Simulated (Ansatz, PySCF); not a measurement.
Bond stretch in LiF, singlet.

Levels: UKS-PBE = unrestricted PBE/def2-SVP in Ansatz (a quantum-chemistry and plane-wave program); UMP2/6-31G* = unrestricted MP2 (frozen core)/6-31G*, spherical d (PySCF); RHF/def2-SVP (Ansatz).

Total energies in hartree (comparable only within one method and basis):

| R / Å | UKS-PBE | UMP2/6-31G* | RHF |
|---|---|---|---|
| 1.22 | -107.14452 | -107.03762 | -106.78087 |
| 1.31 | -107.18123 | -107.08521 | -106.81971 |
| 1.38 | -107.19716 | -107.10663 | -106.83668 |
| 1.49 | -107.20773 | -107.12237 | -106.84810 |
| 1.54 | -107.20859 | -107.12462 | -106.84911 |
| 1.56 | -107.20844 | -107.12490 | -106.84898 |
| 1.58 | -107.20805 | -107.12488 | -106.84859 |
| 1.66 | -107.20456 | -107.12241 | -106.84496 |
| 1.71 | -107.20119 | -107.11941 | -106.84142 |
| 1.81 | -107.19273 | -107.11127 | -106.83245 |
| 1.93 | -107.18087 | -107.09935 | -106.81984 |
| 2.10 | -107.16301 | -107.08081 | -106.80080 |
| 2.37 | -107.13565 | -107.05078 | -106.77147 |
| 2.60 | -107.11497 | -107.02638 | -106.74892 |
| 2.77 | -107.10152 | -107.00955 | -106.73385 |
| 3.15 | -107.07758 | -106.92854 | -106.70458 |
| 3.47 | -107.06387 | -106.92210 | -106.68386 |
| 3.81 | -107.05372 | -106.91939 | -106.66520 |
| 4.25 | -107.04522 | -106.91797 | -106.64583 |
| 4.61 | -107.04063 | -106.91733 | -106.63355 |
| 5.41 | -107.03445 | -106.91717 | -106.61407 |
| 6.19 | -107.03118 | -106.91697 | -106.60093 |

The unrestricted determinant behind UKS-PBE is spin-contaminated at 3.15 to 6.19 Å (<S²> up to 0.6, against 0.00 for a pure singlet). The unrestricted determinant behind UMP2/6-31G* is spin-contaminated at 3.15 to 6.19 Å (<S²> up to 1.0, against 0.00 for a pure singlet). The restricted form behind RHF keeps the bonding electrons paired and can't separate into open-shell fragments.
